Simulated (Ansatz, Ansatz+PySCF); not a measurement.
```csv
atom,x (Å),y (Å),z (Å)
C,0.5303,0.0000,0.0000
H,1.2005,0.6977,0.6977
H,1.2005,-0.6977,-0.6977
F,-0.3102,0.8369,-0.8369
F,-0.3102,-0.8369,0.8369
```

RHF-MP2 on singlet CH2F2 was run in several spherical basis sets with Ansatz (development build ahead of 0.2.0). Frozen core: 3 orbitals. Caution for RHF-MP2: no unrestricted run beside it, a lower state can exist.

Problem. Rank the basis sets by the total energy that they give, lowest first, with the distance from the lowest.
A. cc-pVTZ
B. def2-TZVP
C. def2-SVP
D. 6-31G(d)
E. cc-pVDZ

Solution. B (0.00 eV), A (0.13 eV), E (6.68 eV), D (8.46 eV), C (12.36 eV).

Totals follow the description of the cores as much as that of the bonds, so this order isn't one of quality for chemistry.
